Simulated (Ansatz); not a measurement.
# Relaxing a trial structure of CH2B−

The starting geometry of this gas-phase singlet was optimised with GFN2-xTB; its bonds are those of `[BH2-]=[C]`.

```yaml
atoms:
  - { symbol: C, position_ang: [-0.7394, -0.9226, -0.2791] }
  - { symbol: B, position_ang: [-0.2254, 0.3973, -0.5978] }
  - { symbol: H, position_ang: [0.9658, 0.6038, -0.8577] }
  - { symbol: H, position_ang: [-0.9443, 1.4034, -0.6303] }
```

Where would you expect an optimisation with PBE0-D3(BJ)/def2-SVPD to take it?

It rearranges to `[BH-]#C`. Contacts that open: B2–H3 (1.24 → 2.41 Å). Contacts that close: C1–H3 (2.36 → 1.08 Å).

The energy falls by 1.89 eV over 24 steps:

```tsv
step	E − E(last) (eV)
1	1.892
4	1.861
6	1.860
9	1.858
11	1.758
14	1.083
16	1.027
19	0.453
21	0.013
24	0.000
```

Final geometry (Å):

```tsv
atom	x (Å)	y (Å)	z (Å)
C	0.2490	-0.1257	-0.6080
B	-0.6792	0.8248	-0.5756
H	1.0036	-0.8996	-0.6345
H	-1.5166	1.6825	-0.5467
```

The end wasn't checked by frequencies. Run with Ansatz 0.2.0, 32 s on 1 thread of AMD EPYC (Zen 3) (shared host).
